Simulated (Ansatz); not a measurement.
Chalcopyrite CdGeAs2, treated with RPBE in Ansatz (PAW).

Settings: plane-wave cutoff 520 eV, 8×8×8 k mesh, Fermi–Dirac smearing 0.01 eV, scalar-relativistic PAW data made under PBE.

Computed at the level's own relaxed cell.

Task: Predict the c axis length, pressure derivative B′ of the bulk modulus and equilibrium volume per atom.

Result: 
* **c axis length**: 11.604 Å
* **pressure derivative B′ of the bulk modulus**: 4.7
* **equilibrium volume per atom**: 27.16 Å³/atom

Measured, for comparison: lattice parameter c 11.216 Å (298 K, not corrected to a static lattice; as tabulated in Abstract on Scilit: Piezoelectric nonlinear optic CuGaSe2 and CdGeAs2: Crystal …). Computed (rounded) less measured: lattice parameter c +3.5 %.

Note: the bulk modulus comes from volumes at which shape and atoms were relaxed.

Static lattice: no zero-point or thermal effects.

Ansatz is a quantum-chemistry and plane-wave program.
